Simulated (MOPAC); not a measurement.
MOPAC input (PM6):

```
PM6 PRECISE GNORM=0.05 LET XYZ CHARGE=1 GEO-OK AUX(PRECISION=9) THREADS=1
CH3O2

O    -1.05297413 1   -0.43952894 1   -0.11430900 1
C    -0.11857439 1    0.41430461 1   -0.04480592 1
O     1.11882114 1    0.20945632 1    0.13919073 1
H    -0.82585003 1   -1.38653763 1   -0.01792145 1
H    -0.41632733 1    1.45466772 1   -0.15731837 1
H     1.42684761 1   -0.71337678 1    0.24502150 1
```

Output:

```
 *******************************************************************************
 **                                                                           **
 **                              MOPAC v23.2.5                                **
 **                                                                           **
 *******************************************************************************
 ** MOPAC's Digital Object Identifier: https://doi.org/10.5281/zenodo.6511958 **
 **                                                                           **
 ** Please cite the open-source release paper for use of this MOPAC version:  **
 ** J. E. Moussa and J. J. P. Stewart (2026)                                  **
 ** MOPAC: An open-source semiempirical molecular orbital program             **
 ** J. Open Source Softw., 11(119), 8025, https://doi.org/10.21105/joss.08025 **
 *******************************************************************************

                              PM6 CALCULATION RESULTS

 *******************************************************************************
 *  PM6        - The PM6 Hamiltonian to be used
 *  GEO-OK     - OVERRIDE INTERATOMIC DISTANCE AND OTHER SAFETY CHECKS
 *
 *
 *
 *                 CHARGE ON SYSTEM = +1
 *
 *
 *
 *  LET        - OVERRIDE SOME SAFETY CHECKS
 *  PRECISE    - TIGHTER CRITERIA TO BE USED
 *  XYZ        - CARTESIAN COORDINATE SYSTEM TO BE USED
 *  GNORM      - EXIT WHEN GRADIENT NORM DROPS BELOW 0.050
 *  AUX        - OUTPUT AUXILIARY INFORMATION
 *******************************************************************************
PM6 PRECISE GNORM=0.05 LET XYZ CHARGE=1 GEO-OK AUX(PRECISION=9) THREADS=1
 CH3O2

   ATOM   CHEMICAL          X               Y               Z
  NUMBER   SYMBOL      (ANGSTROMS)     (ANGSTROMS)     (ANGSTROMS)

     1       O         -1.05297413  *  -0.43952894  *  -0.11430900  *
     2       C         -0.11857439  *   0.41430461  *  -0.04480592  *
     3       O          1.11882114  *   0.20945632  *   0.13919073  *
     4       H         -0.82585003  *  -1.38653763  *  -0.01792145  *
     5       H         -0.41632733  *   1.45466772  *  -0.15731837  *
     6       H          1.42684761  *  -0.71337678  *   0.24502150  *

          CARTESIAN COORDINATES

    NO.       ATOM           X           Y           Z

     1         O         -1.0530     -0.4395     -0.1143
     2         C         -0.1186      0.4143     -0.0448
     3         O          1.1188      0.2095      0.1392
     4         H         -0.8259     -1.3865     -0.0179
     5         H         -0.4163      1.4547     -0.1573
     6         H          1.4268     -0.7134      0.2450

 General Reference for PM6:
 "Optimization of Parameters for Semiempirical Methods V: Modification of NDDO Approximations
 and Application to 70 Elements", J. J. P. Stewart, J. Mol. Mod., 13, 1173-1213 (2007)
 URL: https://link.springer.com/article/10.1007/s00894-007-0233-4

           Empirical Formula: C H3 O2  =     6 atoms

      MOLECULAR POINT GROUP   :   C2v

      RHF CALCULATION, NO. OF DOUBLY OCCUPIED LEVELS = 9

          Geometry optimization using EF

          DIAGONAL MATRIX USED AS START HESSIAN

 CYCLE:     1  GRAD.:    64.611 HEAT:  105.8028
 CYCLE:     2  GRAD.:   182.706 HEAT:  114.4469
 CYCLE:     3  GRAD.:   153.948 HEAT:  114.3962
 CYCLE:     4  GRAD.:    65.797 HEAT:  104.9756
 CYCLE:     5  GRAD.:    99.063 HEAT:  107.3003
 CYCLE:     6  GRAD.:    51.005 HEAT:  104.1873
 CYCLE:     7  GRAD.:    73.334 HEAT:  105.2329
 CYCLE:     8  GRAD.:     3.812 HEAT:  103.1553
 CYCLE:     9  GRAD.:     0.656 HEAT:  103.1482
 CYCLE:    10  GRAD.:     1.976 HEAT:  103.1486
 CYCLE:    11  GRAD.:     1.466 HEAT:  103.1485
 CYCLE:    12  GRAD.:     0.433 HEAT:  103.1478
 CYCLE:    13  GRAD.:     0.159 HEAT:  103.1477
 CYCLE:    14  GRAD.:     0.110 HEAT:  103.1476
 CYCLE:    15  GRAD.:     0.076 HEAT:  103.1476
 CYCLE:    16  GRAD.:     0.098 HEAT:  103.1476
 CYCLE:    17  GRAD.:     0.005 HEAT:  103.1476

     GRADIENT =  0.00479 IS LESS THAN CUTOFF =  0.05000

 -------------------------------------------------------------------------------
 PM6 PRECISE GNORM=0.05 LET XYZ CHARGE=1 GEO-OK AUX(PRECISION=9) THREADS=1
 CH3O2

     GEOMETRY OPTIMISED USING EIGENVECTOR FOLLOWING (EF).
     SCF FIELD WAS ACHIEVED

                              PM6 CALCULATION
                                                       MOPAC v23.2.5 Linux

          FINAL HEAT OF FORMATION =        103.14763 KCAL/MOL =     431.56967 KJ/MOL

          COSMO AREA              =         75.39 SQUARE ANGSTROMS
          COSMO VOLUME            =         56.21 CUBIC ANGSTROMS

          GRADIENT NORM           =          0.00479          =       0.00196 PER ATOM
          IONIZATION POTENTIAL    =         19.625723 EV
          HOMO LUMO ENERGIES (EV) =        -19.626 -7.081
          NO. OF FILLED LEVELS    =          9
          MOLECULAR WEIGHT        =         47.0335         POINT GROUP:  C2v

          MOLECULAR DIMENSIONS (Angstroms)

            Atom       Atom       Distance
            H     5    H     4     2.97612
            H     6    O     1     2.59340
            O     1    O     3     0.00000

          SCF CALCULATIONS        =         18

   ATOM   CHEMICAL          X               Y               Z
  NUMBER   SYMBOL      (ANGSTROMS)     (ANGSTROMS)     (ANGSTROMS)

     1       O         -1.06875043  *  -0.44537235  *  -0.11607273  *
     2       C         -0.12231402  *   0.42737634  *  -0.04621938  *
     3       O          1.13519170  *   0.21322002  *   0.14117924  *
     4       H         -0.85661684  *  -1.44084806  *  -0.01840628  *
     5       H         -0.42957473  *   1.50095209  *  -0.16232400  *
     6       H          1.48140366  *  -0.74218933  *   0.25449577  *

                             CARTESIAN COORDINATES

   1    O       -1.068750433    -0.445372354    -0.116072728
   2    C       -0.122314019     0.427376339    -0.046219384
   3    O        1.135191703     0.213220017     0.141179242
   4    H       -0.856616841    -1.440848061    -0.018406280
   5    H       -0.429574734     1.500952091    -0.162324004
   6    H        1.481403663    -0.742189328     0.254495768

           Empirical Formula: C H3 O2  =     6 atoms

      MOLECULAR POINT GROUP   :   C2v

                  EIGENVALUES
 -40.09074 -39.07320 -32.06280 -27.79436 -24.59561 -23.16746 -21.98475 -20.37642
 -19.62572  -7.08067  -5.47935  -5.16546  -2.96112  -2.14980  -1.72313

              NET ATOMIC CHARGES AND DIPOLE CONTRIBUTIONS

  ATOM NO.   TYPE          CHARGE      No. of ELECS.   s-Pop       p-Pop
    1          O          -0.273289        6.2733     1.78149     4.49180
    2          C           0.492930        3.5071     1.18288     2.32419
    3          O          -0.273286        6.2733     1.78149     4.49180
    4          H           0.381245        0.6188     0.61875
    5          H           0.291153        0.7088     0.70885
    6          H           0.381246        0.6188     0.61875
 DIPOLE           X         Y         Z       TOTAL
 POINT-CHG.     0.188    -0.657     0.071     0.687
 HYBRID         0.282    -0.986     0.107     1.031
 SUM            0.470    -1.642     0.178     1.718

          ATOMIC ORBITAL ELECTRON POPULATIONS

     Atom    s        px        py        pz
    1  O   1.78149   1.46846   1.33324   1.69010
    2  C   1.18288   0.73513   0.97114   0.61791
    3  O   1.78149   1.32470   1.48335   1.68375
    4  H   0.61875
    5  H   0.70885
    6  H   0.61875

 **********************
 *                    *
 * JOB ENDED NORMALLY *
 *                    *
 **********************

 == MOPAC DONE ==
```

The dipole moment of an ion depends on the origin.
